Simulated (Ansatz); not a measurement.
Compare A (`COC=C(O)O`) with its isomer B (`COC(=O)OC`).

Gas-phase electronic energies from Ansatz, PBE0-D4/def2-TZVP geometries. CCSD(T)/CBS adds triple-zeta CCSD(T) − MP2 to the extrapolated MP2 energy (def2 sets, frozen cores). Functionals use def2-TZVPP. B3LYP here is the variant with VWN-RPA as its local correlation; programs differ in this. Each species was taken in one conformer, which may not be the lowest.

Which is lower in electronic energy at CCSD(T)/CBS, and by how much? (Estimate.)

Ansatz gave: B, by 29.5 kcal/mol.

Give E(B) − E(A) in kcal/mol with B3LYP, CCSD/def2-TZVPP, B3LYP-D4, B2PLYP, r2SCAN-D4, MP2/def2-TZVPP, PBE0-D4. (Best estimate.)

Ansatz gave: B3LYP -30.7, CCSD/def2-TZVPP -31.2, B3LYP-D4 -30.5, B2PLYP -31.7, r2SCAN-D4 -31.7, MP2/def2-TZVPP -31.4, PBE0-D4 -29.8. None reverses the order clearly.

Largest T1 diagnostic: 0.013.

In def2-TZVPP, CCSD(T) changes the Hartree–Fock value by +5.6 kcal/mol (the triples alone add +0.2 kcal/mol) and MP2 by +5.3 kcal/mol.
